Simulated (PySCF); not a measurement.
Delta-SCF ions had no search for a lower state. Excitations are Tamm–Dancoff values on a coarser integration grid. The basis has no diffuse functions, so Rydberg states are missing or too high.

# C₃H₆O, SMILES `CC(C)=O` (charge 0, multiplicity 1)

Computed with TPSSh-D3(BJ)/def2-TZVP // B3LYP-D3(BJ)/def2-TZVP (PySCF).

```yaml
HOMO: -6.33 eV
dipole_moment: 0.608 e·Å
HOMO–LUMO gap: 5.43 eV
LUMO: -0.89 eV
S1 excitation (TDA): 4.54 eV
S1 oscillator strength: 0.000
T1 excitation (TDA): 3.88 eV
S1–T1 gap (TDA): 0.66 eV
vertical ionisation energy (Delta-SCF): 9.41 eV
total_energy: -193.2465 Ha
cost: roughly 7 core-minutes
```

```xyz
10

C     -1.2890     0.1007     0.0729
C      0.0182    -0.3730    -0.5238
C      1.2803     0.0779     0.1783
O      0.0524    -1.0731    -1.5085
H     -2.1219    -0.2248    -0.5459
H     -1.2950     1.1897     0.1649
H     -1.4029    -0.3026     1.0829
H      1.2468    -0.1929     1.2366
H      1.3601     1.1676     0.1333
H      2.1511    -0.3714    -0.2932
```
Charge 0, spin multiplicity 1.
